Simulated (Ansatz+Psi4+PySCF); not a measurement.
The numbers below are computed, except where a source is named.
This Psi4 input gave a total energy of -40.41162 hartree.

```
molecule {
0 1
C 0.000000 0.000000 0.000000
H 0.629120 0.629120 0.629120
H -0.629120 -0.629120 0.629120
H 0.629120 -0.629120 -0.629120
H -0.629120 0.629120 -0.629120
}

set basis cc-pVTZ
set reference uhf
set scf_type pk
set mp2_type conv
set cc_type conv
set num_frozen_docc 1
energy('mp2')
```

Task: Write an input for Ansatz with the same method and basis set.

Result:

```yaml
crystal:
  periodic: [false, false, false]
  atoms:
    - { symbol: C, position_ang: [0.0, 0.0, 0.0] }
    - { symbol: H, position_ang: [0.62912, 0.62912, 0.62912] }
    - { symbol: H, position_ang: [-0.62912, -0.62912, 0.62912] }
    - { symbol: H, position_ang: [0.62912, -0.62912, -0.62912] }
    - { symbol: H, position_ang: [-0.62912, 0.62912, -0.62912] }
basis:
  gaussian: { orbitals: cc-pVTZ }
magnetization:
  spin_polarized: true
hamiltonian:
  xc: hf
correlation:
  method: mp2
  frozen_orbitals: { C: 1, H: 0 }
scf:
  omitted_lower_state_checks: [stability, starts, atomic_configurations, cluster_reference, orbital_swaps, given_window_search, neighbouring_geometries, increment]
```

Ansatz (development build ahead of 0.2.0) gave -40.41162 hartree, 0.02 meV from the first.
